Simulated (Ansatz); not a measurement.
Reaction (substitution at a C–C bond): `CCCOCF` + H–F → `FCOCF` + ethane

Gas-phase electronic energies from Ansatz, PBE0-D4/def2-TZVP geometries. CBS: MP2 limit from def2 TZ/QZ plus the TZ coupled-cluster correction, frozen cores. This one scheme is used for every species. DFT in def2-TZVPP. Each species was taken in one conformer, which may not be the lowest.

```json
{"level": "r2SCAN-D4", "ΔE (kJ/mol)": "9.7", "difference from CCSD(T)/CBS": "-16.6"}
{"level": "PBE0-D4", "ΔE (kJ/mol)": "16.8", "difference from CCSD(T)/CBS": "-9.5"}
{"level": "ωB97M-V", "ΔE (kJ/mol)": "13.9", "difference from CCSD(T)/CBS": "-12.4"}
{"level": "B2PLYP", "ΔE (kJ/mol)": "10.2", "difference from CCSD(T)/CBS": "-16.1"}
{"level": "MP2/def2-TZVPP", "ΔE (kJ/mol)": "28.6", "difference from CCSD(T)/CBS": "2.3"}
{"level": "SCS-MP2/def2-TZVPP", "ΔE (kJ/mol)": "19.7", "difference from CCSD(T)/CBS": "-6.6"}
{"level": "CCSD/def2-TZVPP", "ΔE (kJ/mol)": "18.2", "difference from CCSD(T)/CBS": "-8.1"}
{"level": "CCSD(T)/def2-TZVPP", "ΔE (kJ/mol)": "20.5", "difference from CCSD(T)/CBS": "-5.8"}
{"level": "MP2/def2-QZVPP", "ΔE (kJ/mol)": "32.1", "difference from CCSD(T)/CBS": "5.8"}
{"level": "SCS-MP2/def2-QZVPP", "ΔE (kJ/mol)": "23.2", "difference from CCSD(T)/CBS": "-3.1"}
{"level": "CCSD(T)/CBS", "ΔE (kJ/mol)": "26.3", "difference from CCSD(T)/CBS": "0"}
```

Largest T1 diagnostic among the species: 0.012.

In def2-TZVPP, CCSD(T) changes the Hartree–Fock value by +26.5 kJ/mol (the triples alone add +2.4 kJ/mol) and MP2 by +34.6 kJ/mol. From PBE to PBE0 (25 % exact exchange), in def2-TZVPP and without D4, ΔE moves by +3.3 kJ/mol. The D4 term adds +9.2 kJ/mol with B3LYP and +5.3 kJ/mol with PBE0; it sums over pairs of atoms, weighted by their polarisabilities, and B3LYP, whose exchange is more repulsive, gets the larger term.

B3LYP here is the variant with VWN-RPA as its local correlation; programs differ in this.
